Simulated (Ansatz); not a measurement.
# C2H6S: ionisation energy by level of theory

An exercise on one series of results from a longer session: the logs are not shown, and one member is left open.

Program: Ansatz 0.2.0, Gaussian basis. Level of theory: unrestricted cation, the program's frozen cores in correlated methods. These are calculated values, not measurements.

Levels to be run: UKS PBE-D4/def2-TZVPP; UKS r2SCAN-D4/def2-TZVPP; UKS PBE0-D4/def2-TZVPP; UKS B3LYP-D4/def2-TZVPP; UKS wB97X-V/def2-TZVPP; UKS wB97M-V/def2-TZVPP; UKS B2PLYP/def2-TZVPP; UHF-CCSD(T)/def2-TZVPP; UHF-MP2/def2-QZVPP; extrapolation to the limit; then −ε(HOMO) from the neutral's earlier runs with LDA (SPW92), PBE-D4, revPBE-D4, BLYP-D4, r2SCAN-D4, B97M-V, PBE0-D4, B3LYP-D4, r2SCANh-D4, r2SCAN0-D4, HSE06-D4, BHLYP-D4, CAM-B3LYP-D4, LC-ωPBE, ωB97X-V, ωB97M-V.

### The geometry

The geometry comes from an earlier relaxation with PBE0-D4 in a triple-zeta def2 set; it is a stationary point, not always the lowest conformer.

9 atoms, charge 0, spin multiplicity 1.

Atoms are counted from 1 here; the program's logs count them from 0.

Bond lengths: C1–S2 1.795 Å, C1–H4 1.092 Å, C1–H5 1.090 Å, C1–H6 1.092 Å, S2–C3 1.795 Å, C3–H7 1.092 Å, C3–H8 1.090 Å, C3–H9 1.092 Å. Angles: S2–C1–H4 111.2°, S2–C1–H5 107.2°, S2–C1–H6 111.2°, H4–C1–H5 108.7°, H4–C1–H6 109.7°, H5–C1–H6 108.7°, C1–S2–C3 99.4°, S2–C3–H7 111.2°, S2–C3–H8 107.2°, S2–C3–H9 111.2°, H7–C3–H8 108.7°, H7–C3–H9 109.7°, H8–C3–H9 108.7°.

Set-up of the first run:

Input file in.yaml:

```yaml
crystal:
  periodic: [false, false, false]
  atoms:
    - {symbol: C, position_ang: [-0.474893, 1.046888, -0.732491]}
    - {symbol: S, position_ang: [0.826521, -0.185366, -0.836006]}
    - {symbol: C, position_ang: [0.522604, -1.063361, 0.700093]}
    - {symbol: H, position_ang: [-1.461291, 0.579205, -0.706684]}
    - {symbol: H, position_ang: [-0.404731, 1.666017, -1.627382]}
    - {symbol: H, position_ang: [-0.347395, 1.684079, 0.145067]}
    - {symbol: H, position_ang: [-0.474336, -1.508754, 0.710541]}
    - {symbol: H, position_ang: [1.262812, -1.861254, 0.767403]}
    - {symbol: H, position_ang: [0.639306, -0.403755, 1.562459]}
basis:
  gaussian: {orbitals: def2-TZVPP}
total_charge: 1
magnetization: {spin_polarized: true, initial_magnetization: 1}
hamiltonian: {xc: pbe, dispersion: d4}
```

Among the steps run: Cation, UKS PBE-D4/def2-TZVPP; Cation, UKS r2SCAN-D4/def2-TZVPP; Cation, UKS PBE0-D4/def2-TZVPP; Cation, UKS B3LYP-D4/def2-TZVPP; Cation, UKS wB97X-V/def2-TZVPP; Cation, UKS wB97M-V/def2-TZVPP; Cation, UKS B2PLYP (frozen core)/def2-TZVPP; Cation, UHF-CCSD(T)/def2-TZVPP; Cation, UHF-MP2/def2-QZVPP.

One of the session's tables, all rows but one given; the rest of the session is left out.

It belongs to the step «Ionisation energies side by side». Orbital estimates, from the neutral's runs:

```
  functional  −ε(HOMO) (eV)
 LDA (SPW92)           5.08
      PBE-D4           5.00
   revPBE-D4           4.96
     BLYP-D4           4.87
   r2SCAN-D4           5.23
      B97M-V           5.33
     PBE0-D4           6.23
    B3LYP-D4           6.01
  r2SCANh-D4           5.68
  r2SCAN0-D4           6.37
    HSE06-D4           5.83
    BHLYP-D4           7.35
CAM-B3LYP-D4           7.58
     LC-ωPBE           8.97
     ωB97X-V              ?
     ωB97M-V           8.46
```

Q: Estimate the row for ωB97X-V from the others.

The run gave: −ε(HOMO) (eV): 8.62. In the column «−ε(HOMO) (eV)» it lies between ωB97M-V (8.46) and LC-ωPBE (8.97).
